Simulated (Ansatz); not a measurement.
Geometry optimisation, RKS BLYP-D4/6-31G* (Ansatz).

The input (input.yaml):

```yaml
crystal:
  periodic: [false, false, false]
  atoms:
    - { symbol: Si, position_ang: [-0.13997, 0.154201, 0.202472] }
    - { symbol: O, position_ang: [0.019532, 0.027927, 1.870718] }
    - { symbol: C, position_ang: [-1.141318, -0.222151, 2.685172] }
    - { symbol: H, position_ang: [-1.766821, -1.038007, 2.272838] }
    - { symbol: H, position_ang: [-0.789627, -0.524028, 3.68501] }
    - { symbol: H, position_ang: [-1.763151, 0.687088, 2.786625] }
    - { symbol: H, position_ang: [1.228544, 0.337673, -0.354779] }
    - { symbol: H, position_ang: [-0.984507, 1.344306, -0.162276] }
    - { symbol: H, position_ang: [-0.793347, -1.055882, -0.398341] }
    - { symbol: H, position_ang: [1.267432, -2.064118, 0.690838] }
    - { symbol: H, position_ang: [1.188232, -1.779008, 1.338122] }
basis:
  gaussian: { orbitals: "6-31G*" }
hamiltonian:
  xc: blyp
  dispersion: d4
relax:
  f_tol: 0.03
  max_steps: 50
```

Command:

```bash
$ ansatz run input.yaml --threads 1 --pin off --max-ram 2048MiB --backend cpu --events-out ev --progress --plain --runs-dir out
```

Q: Where does it end, and by what steps?

A: The forces met the threshold. The force dipped under the threshold on the way, but the program's further checks kept it going. After 29 steps the energy has fallen by 0.214 eV; H10 moved furthest, 1.86 Å.

| step | energy less start (eV) | largest force component (eV/Å) | accepted |
| --- | --- | --- | --- |
| 0 | 0.0000 | 1.254 | yes |
| 2 | -0.1557 | 0.237 | yes |
| 4 | -0.1922 | 0.115 | yes |
| 6 | -0.1944 | 0.073 | yes |
| 8 | -0.2014 | 0.203 | yes |
| 10 | -0.2060 | 0.103 | yes |
| 12 | -0.2072 | 0.075 | yes |
| 14 | -0.2087 | 0.120 | yes |
| 16 | -0.2100 | 0.075 | yes |
| 18 | -0.2109 | 0.068 | yes |
| 20 | -0.2116 | 0.067 | yes |
| 22 | -0.2122 | 0.064 | yes |
| 24 | -0.2128 | 0.054 | yes |
| 26 | -0.2133 | 0.032 | yes |
| 28 | -0.2136 | 0.024 | yes |
| 29 | -0.2137 | 0.027 | yes |

```xyz
11
Properties=species:S:1:pos:R:3
Si -0.491 0.502 -0.055
O -0.121 -0.395 1.317
C -1.066 -0.490 2.398
H -2.021 -0.940 2.066
H -0.621 -1.137 3.170
H -1.275 0.501 2.843
H 0.695 0.386 -0.952
H -0.746 1.946 0.280
H -1.714 -0.029 -0.751
H 2.065 -2.491 2.316
H 1.621 -1.984 1.986
```

Whether the end is a true minimum wasn't checked by a vibrational analysis.

Run time: 70 s on 1 thread of Arm Neoverse V1 (shared host), peak memory 0.13 GiB.
